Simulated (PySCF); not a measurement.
Compound: 1,5-hexadiyne, C6H6.
Cartesian coordinates in Å at the PBE0-D3(BJ)/def2-SVP level; atoms count from 1:
```
atom  x, y, z in Å
C1     3.035    0.170    0.054
C2     1.842    0.307    0.207
C3     0.403    0.454    0.372
C4    -0.396   -0.460   -0.572
C5    -1.835   -0.313   -0.407
C6    -3.028   -0.176   -0.254
H7     4.095    0.054   -0.076
H8     0.115    1.504    0.194
H9     0.126    0.234    1.416
H10   -0.109   -1.510   -0.394
H11   -0.118   -0.240   -1.616
H12   -4.088   -0.059   -0.125
```

Jobs on this species (12 atoms, 42 electrons) with PySCF (density fitting). Hardware of each: one thread, Arm Neoverse V1, no GPU (shared host). Other jobs ran on the host; a repeat could differ by tens of per cent or more.

```csv
level and settings,work,basis functions,SCF cycles,wall time
B3LYP/6-31G*,"spin–spin couplings from 12 perturbed nuclei, spin–dipole term left out",96,?,?
BHandHLYP/pcJ-1,"spin–spin couplings from 12 perturbed nuclei, spin–dipole term left out",222,?,?
"PBE0-D3(BJ)/def2-SVP, grid level 1",geometry optimisation from a GFN2-xTB start,114,23,15 s
B3LYP/pcJ-0,"spin–spin couplings from 12 perturbed nuclei, spin–dipole term left out",96,13,7.4 s
B3LYP/def2-TZVP,"spin–spin couplings from 12 perturbed nuclei, spin–dipole term left out",222,12,31 s
B3LYP/6-31G-J,"spin–spin couplings from 12 perturbed nuclei, spin–dipole term left out",96,13,7.9 s
CAM-B3LYP/pcJ-1,"spin–spin couplings from 12 perturbed nuclei, spin–dipole term left out",222,12,57 s
B3LYP/cc-pVTZ,"spin–spin couplings from 12 perturbed nuclei, spin–dipole term left out",264,12,44 s
```

**Question.** Fill in the missing figures.

**Answer.** 
- B3LYP/6-31G*; spin–spin couplings from 12 perturbed nuclei, spin–dipole term left out: 6.0 s, 12 SCF cycles
- BHandHLYP/pcJ-1; spin–spin couplings from 12 perturbed nuclei, spin–dipole term left out: 45 s, 12 SCF cycles

**Question.** What do all jobs in the table cost together?

**Answer.** About 3.6 min; the longest takes about 27 % of that, and about 9.5 times as long as the shortest.
